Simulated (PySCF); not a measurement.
Gas-phase reaction: 3 AlF2 ⇌ Al2F6 + Al

Method: PySCF energies plus ideal-gas RRHO corrections (1 bar). Table values come from the NASA 1993 polynomials. After a fit of one offset per element over all species, the range-separated, M06-2X, PBE0/def2-QZVP and CCSD(T)/def2-TZVPP enthalpies, where run, lie to one side of the table for AlF2 (+60 kJ/mol), Al2F6 (+36 kJ/mol): a fault of the table's entry, another state or a shared error of the levels is possible; this was not checked at source. † marks an energy on the PBE0/def2-TZVP geometry and frequencies; other levels use their own. Open shells (unrestricted): AlF2 (multiplicity 2), Al (multiplicity 2); the rest are closed-shell singlets. Spin-orbit splitting is ignored; it lowers the true energy and changes the entropy of Al. For this reaction the table lies outside the span of B3LYP, M06-2X, MP2, PBE0, r2SCAN, ωB97M-V, ωB97X-V in their largest bases here; which side is off was not settled. The table's entry may be an old estimate for AlF2, Al2F6 (not checked at source).

PBE0/def2-TZVP gives ΔH°(298 K) = -340.2 kJ.

**Question.** What does M06-2X/def2-TZVP† give, and where does the table lie?

**Answer.** M06-2X/def2-TZVP†: -364.8 kJ. Table: -220.3 kJ.
